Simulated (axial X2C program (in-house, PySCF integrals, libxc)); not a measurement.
Testing model relations on CCl⁻

A bond curve at the CCSD(T) level, two-component, was computed with an axial X2C code built on PySCF integrals (basis Cl dyall-av3z [9s8p3d2f], C dyall-av3z [8s7p3d2f] (cores contracted in-house)) for the state Ω = 1 (⟨Sz⟩ = 1.00, ⟨Lz⟩ = 0.00 at HF). Its fit gives Re = 1.8912 Å, ωe = 477.9 cm⁻¹, ωexe = 4.91 cm⁻¹ and αe = 7.775e-03 cm⁻¹; the masses are 34.9689 and 12.0000 u. Two-component means X2C with spin–orbit coupling and atomic mean-field Coulomb and Gaunt terms.

Correlated methods: 12 electrons correlated (number of frozen shells: Cl 2 s, 1 p; C 1 s), 198 virtual spin orbitals or spinors in MP2, 90 natural virtuals in coupled cluster.

Find the reduced mass, Be and the force constant.

From the CCSD(T) values: μ = 8.9341 u. Be = 16.8576/(μ Re²) = 0.5276 cm⁻¹. k = 5.8918×10⁻⁷ μ ωe² = 1.2 mdyn/Å.

Estimate De from a Morse curve and compare with the computed well depth of 1.637 eV to Cl- + C.

De(Morse) = ωe²/(4ωexe) = 1.442 eV against 1.637 eV computed, a ratio of 0.88. For De the Morse form works well here.

Estimate the centrifugal constant by the Kratzer relation.

D = 4Be³/ωe² = 2.57e-06 cm⁻¹.

A Morse curve ties αe to the other constants (Pekeris). How well does that hold?

αe(Morse) = 6Be²/ωe × (√(ωexe/Be) − 1) = 7.166e-03 cm⁻¹; the CCSD(T) curve gives 7.775e-03 cm⁻¹, a ratio of 0.92.

Where do the fundamental and the first overtone lie?

ν(1←0) = ωe − 2ωexe = 468.1 cm⁻¹; ν(2←0) = 2ωe − 6ωexe = 926.3 cm⁻¹.

One determinant describes the state; a PBE0 search over occupations chose it and may have missed a lower one. Dissociation energies refer to the lowest single-determinant-based atoms at the same level and basis. CCSD and (T) use frozen natural virtuals with an MP2 correction for the truncation; (T) itself is uncorrected, so its De runs slightly low. In 2c an atomic determinant is not the ground J level, so De misses part of the atomic spin–orbit lowering. This holds for CCSD(T). With several unpaired electrons one determinant need not be a pure state. Open-shell Ω = 0 determinants with evenly filled partner blocks cannot be reached by this program, so the Ω shown need not be the lowest component. This is the Ω = 1 component of a π² triplet; the 0⁺ component is not one determinant and can lie lowest.
